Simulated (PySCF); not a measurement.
1-propynyl anion: proton affinities at several levels

Structure: `[C-]#CC` ([C3H3]-). Numbering: `[C-:1]#[C:2][CH3:3]`

All levels share the PBE0-D3(BJ)/ma-def2-SVP structures and the PBE0-D3(BJ)/ma-def2-SVP thermal terms; only the single-point energies (PySCF) change. Values are proton affinities (298 K, kJ/mol).

```csv
level,C1,abs. error,time
LDA/ma-def2-TZVP,1573,28.7,5.5 s
ωB97M-D3(BJ)/ma-def2-TZVP (grid 3),1591,11.3,7.8 s
BLYP-D3(BJ)/ma-def2-TZVP,1594,7.6,6.9 s
BP86-D3(BJ)/ma-def2-TZVP,1595,6.7,6.8 s
PBE-D3(BJ)/ma-def2-TZVP,1596,6.2,6.8 s
M06-2X/ma-def2-TZVP (grid 3),1597,4.7,7.2 s
PBE0-D3(BJ)/6-31+G*,1598,4.1,1.2 s
PBE0-D3(BJ)/aug-pcseg-1,1598,3.6,2 s
PBE0-D3(BJ)/aug-cc-pVDZ,1599,3.3,2.1 s
CAM-B3LYP-D3(BJ)/ma-def2-TZVP,1601,1.2,3.3 s
r2SCAN-D3(BJ)/ma-def2-TZVP (grid 3),1603,1.3,11 s
PBE0-D3(BJ)/ma-def2-SVP,1603,1.3,1.4 s
B3LYP-D3(BJ)/ma-def2-TZVP,1605,2.7,2.7 s
PBE0-D3(BJ)/6-311+G**,1606,4.2,1.7 s
HSE06/ma-def2-TZVP,1607,5.2,7.4 s
"PBE0-D3(BJ)/6-311++G(2d,2p)",1608,5.5,2.4 s
PBE0-D3(BJ)/ma-def2-TZVP,1608,5.9,–
M06/ma-def2-TZVP (grid 3),1608,6.0,8.1 s
PBE0-D3(BJ)/jun-cc-pV(T+d)Z,1608,6.5,4.2 s
PBE0-D3(BJ)/aug-cc-pVTZ,1609,6.6,6.8 s
TPSS-D3(BJ)/ma-def2-TZVP (grid 3),1609,6.6,11 s
ωB97X-D3(BJ)/ma-def2-TZVP,1610,7.8,3.2 s
PBE0-D3(BJ)/def2-TZVPD,1611,9.0,3.3 s
TPSSh-D3(BJ)/ma-def2-TZVP (grid 3),1612,9.9,8.3 s
BHandHLYP/ma-def2-TZVP,1613,11.1,2.6 s
PBE0-D3(BJ)/def2-SVPD,1613,11.3,1.7 s
PBE0-D3(BJ)/pcseg-2,1615,12.9,3 s
B97-2/ma-def2-TZVP,1616,14.2,2.7 s
OPBE/ma-def2-TZVP,1617,15.2,6.8 s
HF/ma-def2-TZVP,1617,15.4,0.85 s
PBE0-D3(BJ)/def2-TZVP,1618,16.0,2.3 s
LC-ωPBE/ma-def2-TZVP,1619,16.7,6.9 s
PBE0-D3(BJ)/def2-TZVPP,1619,16.8,3 s
M06-L/ma-def2-TZVP (grid 3),1619,17.5,12 s
PBE0-D3(BJ)/pcseg-1,1624,22.3,1.1 s
PBE0-D3(BJ)/cc-pVTZ,1629,27.1,3.1 s
PBE0-D3(BJ)/def2-SV(P),1637,35.2,0.98 s
PBE0-D3(BJ)/cc-pVDZ,1644,42.2,1.2 s
PBE0-D3(BJ)/def2-SVP,1647,44.6,1.1 s
PBE0-D3(BJ)/6-31G*,1672,70.2,0.95 s
PBE0-D3(BJ)/6-31G,1683,81.3,0.76 s
ATcT 1.112,1602,,
```

Times are wall times for all single points of a level on 1 thread of Arm Neoverse V2, a shared host; the dash marks the run that also made the structures. BLYP, BP86, HSE06, LC-ωPBE, LDA, M06-L, OPBE, PBE, TPSS, r2SCAN ran on a slower path of this set-up, which computes the density-fitting integrals anew in every SCF cycle while the other levels store them. So the times needn't show the usual order of cost, and those levels read slower than they are.

Hartree-Fock leaves out electron correlation, so its proton affinities can be off by tens of kJ/mol.

The spread: 110 kJ/mol, from 1573 to 1683.
